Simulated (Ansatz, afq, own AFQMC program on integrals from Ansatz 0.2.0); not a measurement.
Se, quintet: AFQMC among the cluster methods

A free Se atom.

Basis cc-pVQZ. Only valence electrons are correlated. AFQMC by an in-house program on the Cholesky factors that Ansatz 0.2.0 writes for its CCSD(T) run. The CISD trial takes its coefficients from CCSD amplitudes. Released means that phaseless walkers are propagated on without the constraint, phases kept. Error bars are statistical, one sigma. No spin–orbit coupling.

Determinant: UHF, the one that the program's search chose, which needn't be the lowest solution.

No full CI on the walks' own integrals is used here; CCSDT(Q) serves as the reference and is uncertain by about the last step of the cluster series.

Cautions: no relativity below Rb; no spin-orbit coupling; inner d shell frozen; another spin lies lower (by 8.62 eV); the search met a lower determinant of the same kind, perhaps of another symmetry (31 meV lower), and this one is a saddle point.

- T1 diagnostic: 0.0030
- weight of the determinant in the CISD state: 0.937
- ⟨S²⟩ of the determinant: 6.001
- size of the correlated space: 6 electrons in 54 orbitals

| level | correlation energy (eV) |
| --- | --- |
| MP2 | -2.8289 |
| CCSD | -3.1684 |
| CCSD(T) | -3.3150 |

(1) Estimate where AFQMC with the constraint released lies against CCSD(T) on the same integrals.

(1) 0.49 ± 0.03 kcal/mol below CCSD(T).

Reference: CCSDT(Q), correlation energy -3.339 eV. The released energy is read at 1.50 1/Eh (meV from the phaseless value at times in 1/Eh: -1.8 ± 2.1 at 0.24, -3.6 ± 1.8 at 0.50, -6.3 ± 1.8 at 1.00, -4.1 ± 1.4 at 1.50).

```
         level  E − E(reference) (kcal/mol)  share of correlation (%)
       CCSD(T)                         0.55                     99.28
         CCSDT                         0.14                     99.82
 ph-AFQMC/CISD                  0.16 ± 0.05                     99.80
released AFQMC                  0.06 ± 0.03                     99.92
```

A walk keeps the symmetry of its determinant, which the program's search chose and which needn't be the lowest solution, so a lower state of the same spin and another symmetry isn't excluded. Released energies are given only where the last usable release times agree within the noise; a slower fall can still hide under it.
